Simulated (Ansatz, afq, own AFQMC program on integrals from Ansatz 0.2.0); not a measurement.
B, doublet → B, quartet

A free B atom.

E(quartet, charge +0) − E(doublet, charge +0) at this geometry, on UHF and UHF determinants.

Basis aug-cc-pVTZ. Noble-gas cores (and the filled d shells of Ga–Kr and In–Xe) are frozen. Integrals, coupled cluster, full CI and functionals: Ansatz 0.2.0; the random walks run on the same integrals in our own AFQMC program. The CISD trial takes its coefficients from CCSD amplitudes. Released means that phaseless walkers are propagated on without the constraint, phases kept. ± is one standard error of the sampling. The errors of all members are added in quadrature.

Full CI on the same integrals is exact in this basis and with this determinant's frozen core.

Errors are counted within aug-cc-pVTZ, not against nature.

Cautions: B (quartet): another spin lies lower.

Reference (full CI): 344.7 kJ/mol.

```csv
level,vertical spin gap (kJ/mol),error against FCI (kJ/mol)
HF,212.2,-132.5
MP2,299.0,-45.7
CCSD,340.3,-4.3
CCSD(T),343.6,-1.0
ph-AFQMC/HF,331.4 ± 1.4,-13.3 ± 1.4
ph-AFQMC/CISD,344.1 ± 0.09,-0.5 ± 0.09
released AFQMC,344.5 ± 0.07,-0.1 ± 0.07
```

Correlation beyond CCSD(T) adds 1.0 kJ/mol. The perturbative (T) step is worth +3.3 kJ/mol.

A walk keeps the symmetry of its determinant, which the program's search chose and which needn't be the lowest solution, so a lower state of the same spin and another symmetry isn't excluded. Released energies are given only where the last usable release times agree within the noise; a slower fall can still hide under it.
